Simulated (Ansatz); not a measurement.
A made-up structure of MgAlH₃S, closed shell:

```json
{"atom": "Mg1", "x (Å)": "-1.8959", "y (Å)": "-0.5128", "z (Å)": "-1.1499"}
{"atom": "Al2", "x (Å)": "1.1232", "y (Å)": "-0.5356", "z (Å)": "1.7737"}
{"atom": "S3", "x (Å)": "0.4445", "y (Å)": "0.4070", "z (Å)": "-0.1019"}
{"atom": "H4", "x (Å)": "-3.3653", "y (Å)": "-1.0913", "z (Å)": "-1.8090"}
{"atom": "H5", "x (Å)": "1.2987", "y (Å)": "1.3714", "z (Å)": "-0.5376"}
{"atom": "H6", "x (Å)": "2.3925", "y (Å)": "0.2880", "z (Å)": "1.9176"}
```

It is relaxed with PBE-D4/def2-SVP and then PBE0-D4/def2-TZVP (Ansatz 0.2.0). Atoms count as bonded within 1.22 times the sum of their covalent radii (H–H: 0.88 Å). The end point is not checked to be a true minimum.

**Question.** Does its bonding change? (A judgement: the text doesn't fix the answer.)

**Answer.** Computed: Yes. Formed: Mg1–Al2; broken: Mg1–S3.

Where it ends: The first stage lowers the energy by 1.73 eV in 21 steps. It ends as MgAlH₃S ([MgH][AlH][SH]):
```
6
angstrom
Mg -1.9191 -1.1979 -0.2831
Al 0.4298 -0.0299 0.4503
S 1.1952 1.5576 -0.8765
H -3.3946 -1.9337 -0.7410
H 2.3015 1.8224 -0.1610
H 1.3849 -0.2918 1.7043
```

Labels in which every atom is bracketed show which atoms are joined, not bond orders.

For scale, one of the runs: PBE0-D4/def2-TZVP relaxation, 124 basis functions, launched by `ansatz run in.yaml --threads 2 --pin off --events-out ev --progress --plain --max-ram 4352MiB`. The run took about 15 s on 2 CPU threads of an Arm Neoverse V1 (shared host).
